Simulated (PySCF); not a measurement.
# CS with other numerical set-ups

The method stays; parts of the set-up, such as the basis or the Hamiltonian, are changed.

Method: method and basis as typed in the scripts; program: PySCF 2.14.0.

3 further runs of the same task are left out: 3 that didn't finish.

### 1 Where the work starts

CS: 2 atoms, charge 0, spin multiplicity 1.

Bond lengths: C1–S2 1.526 Å.

### 2 The run that the others are compared with

Contents of input.py:

```python
from pyscf import gto, scf, cc

mol = gto.M(
    atom='C 0 0 0; S 0 0 1.526',
    basis='6-31g*',
    charge=0,
    spin=0,
    symmetry=True,
    verbose=4,
)
mf = scf.RHF(mol)
mf.kernel()
mycc = cc.CCSD(mf, frozen=6)
mycc.kernel()
mycc.ccsd_t()
mf.dip_moment()
print('orbital energies (hartree):', mf.mo_energy[..., max(0, mol.nelec[1]-3):mol.nelec[0]+3].round(4))
```

Launch:

```sh
$ OMP_NUM_THREADS=1 python input.py
```

Its log is not repeated here.

It gives: E(SCF) = -435.302725 Eh, 9 cycles, E(CCSD) − E(SCF) = -0.25234 Eh, (T) = -0.01406 Eh, μ = 1.31 D (of the SCF density).

The bond length is a typed value, not an optimised one.

### 3 Jorge-dzp-dkh (X2C on)

Edit 1 changes basis set: 6-31g* → jorge-dzp-dkh; spin-free X2C: off → on.

Contents of input.py:

```python
from pyscf import gto, scf, cc

mol = gto.M(
    atom='C 0 0 0; S 0 0 1.526',
    basis='jorge-dzp-dkh',
    charge=0,
    spin=0,
    symmetry=True,
    verbose=4,
)
mf = scf.RHF(mol)
mf = mf.sfx2c1e()
mf.kernel()
mycc = cc.CCSD(mf, frozen=6)
mycc.kernel()
mycc.ccsd_t()
mf.dip_moment()
print('orbital energies (hartree):', mf.mo_energy[..., max(0, mol.nelec[1]-3):mol.nelec[0]+3].round(4))
```

Launch:

```sh
$ OMP_NUM_THREADS=1 python input.py
```

### 4 X2c-svpall (X2C on)

Edit 2 changes basis set: 6-31g* → x2c-svpall; spin-free X2C: off → on.

input.py: that of step 2 with these lines changed.

```diff
@@ -4,3 +4,3 @@
     atom='C 0 0 0; S 0 0 1.526',
-    basis='6-31g*',
+    basis='x2c-svpall',
     charge=0,
@@ -11,2 +11,3 @@
 mf = scf.RHF(mol)
+mf = mf.sfx2c1e()
 mf.kernel()
```

### 5 Density fitting weigend

Edit 3 changes density fitting: none → weigend.

input.py: that of step 2 with these lines changed.

```diff
@@ -11,2 +11,3 @@
 mf = scf.RHF(mol)
+mf = mf.density_fit(auxbasis='weigend')
 mf.kernel()
```

### 6 Lanl2dz (core potential on)

Edit 4 changes basis set: 6-31g* → lanl2dz; core potential: off → on; frozen orbitals: 6 → 1. The core potential changes with it: totals don't compare.

input.py: that of step 2 with these lines changed.

```diff
@@ -4,3 +4,4 @@
     atom='C 0 0 0; S 0 0 1.526',
-    basis='6-31g*',
+    basis='lanl2dz',
+    ecp={'S': 'lanl2dz'},
     charge=0,
@@ -12,3 +13,3 @@
 mf.kernel()
-mycc = cc.CCSD(mf, frozen=6)
+mycc = cc.CCSD(mf, frozen=1)
 mycc.kernel()
```

What does the calculation give? Wanted: for each run, E(SCF); from base; gap; SCF dipole; after the SCF.

**Answer**, as computed:

| run | E(SCF) (hartree) | from base (eV) | cycles | gap (eV) | SCF dipole (D) | functions | after the SCF |
| --- | --- | --- | --- | --- | --- | --- | --- |
| base | -435.302725 | 0 | 9 | 14.59 | 1.31 | 32 | CCSD(T) correlation -7.249 eV, core frozen |
| jorge-dzp-dkh (X2C on) | -436.423613 | not comparable | 9 | 14.44 | 1.53 | 39 | CCSD(T) correlation -7.572 eV, core frozen |
| x2c-svpall (X2C on) | -436.247427 | not comparable | 9 | 14.58 | 1.55 | 32 | CCSD(T) correlation -7.432 eV, core frozen |
| density fitting weigend | -432.991427 | +62.8936 | 9 | 14.51 | 1.49 | 32 | CCSD(T) correlation -7.217 eV, core frozen |
| lanl2dz (core potential on) | -47.642974 | not comparable | 9 | 14.32 | 1.01 | 17 | CCSD(T) correlation -4.139 eV, core frozen |

In words: Total energies from different bases, Hamiltonians or methods carry different errors, so properties are taken as differences within one set-up.
